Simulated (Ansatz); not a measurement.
CH4 (methane): a line through the functionals

CH4: 5 atoms, total charge 0, spin state singlet. As SMILES, `C`. The shape is that of a PBE0-D4/def2-TZVP optimisation.

The HOMO–LUMO gap y, in eV, basis def2-TZVPP; a is the functional's share of exact exchange. Programs: Ansatz 0.2.0.

```
functional  program     a  y (eV)
      BLYP   Ansatz     0   10.20
    revPBE   Ansatz     0   10.35
     B3LYP   Ansatz   0.2   12.07
   r2SCAN0   Ansatz  0.25       ?
      PBE0   Ansatz  0.25   12.68
     BHLYP   Ansatz   0.5   14.68
```

Q: Fit y = c + s·a to the known rows and predict r2SCAN0.

A: 
1. Means of the 5 rows: a = 0.1900, y = 11.996.
2. Σ(Δa)² = 0.172, Σ(Δa·Δy) = 1.5278, so the slope is 1.5278/0.172 = 8.8826.
3. Intercept: 11.996 − (8.8826) × 0.1900 = 10.308. The largest residual of the fit is 0.15.
4. r2SCAN0: 10.308 + (8.8826) × 0.25 = 12.53 eV.

The run gave 13.66 eV, so the prediction is off by -1.13 eV, more than the scatter of the fit. Exact exchange lowers occupied levels and raises empty ones. The rows mix families of semi-local functionals, which the line can't see.
